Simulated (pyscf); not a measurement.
A first-order saddle from PySCF, ωB97X-D3(BJ)/def2-SVP:

```xyz
9

O     -0.6783     0.9357    -0.3214
Al     0.6765     0.3765    -1.2466
H     -0.6924     0.4152     0.8790
H      0.7568     0.9670    -2.7102
H      1.7158    -0.6422    -0.6254
C     -0.5210    -0.1724     1.9312
H     -1.4038    -0.8136     2.0514
H      0.4095    -0.7490     1.8532
H     -0.4649     0.6154     2.6936
```
Charge 0, spin multiplicity 2.

Surface: doublet, charge 0. Lowest wavenumbers (cm⁻¹): 1062i, 37, 142, 164, 373.

**Question.** What reaction is this the transition state of?

**Answer.** HO–AlH₂ + methyl (CH₃•) ⇌ •O–AlH₂ + methane (CH₄), a hydrogen abstraction read from left to right: H–O broken and C–H formed. At CCSD(T)/def2-TZVPP + ΔMP2(QZVPP) it lies +20.2 kcal/mol from the left side and +5.6 kcal/mol from the right (each side as separated species at their lowest minima found). •O–AlH₂ lies 34.3 kcal/mol over its isomer [HO–AlH]•, and others may lie lower still (electronic energy, ωB97M-D3(BJ)). One saddle was located; it need not be the lowest between these sides. The angle at the transferred H is 170°. The CCSD(T) − MP2 part came from Ansatz, without density fitting, on the same reference.
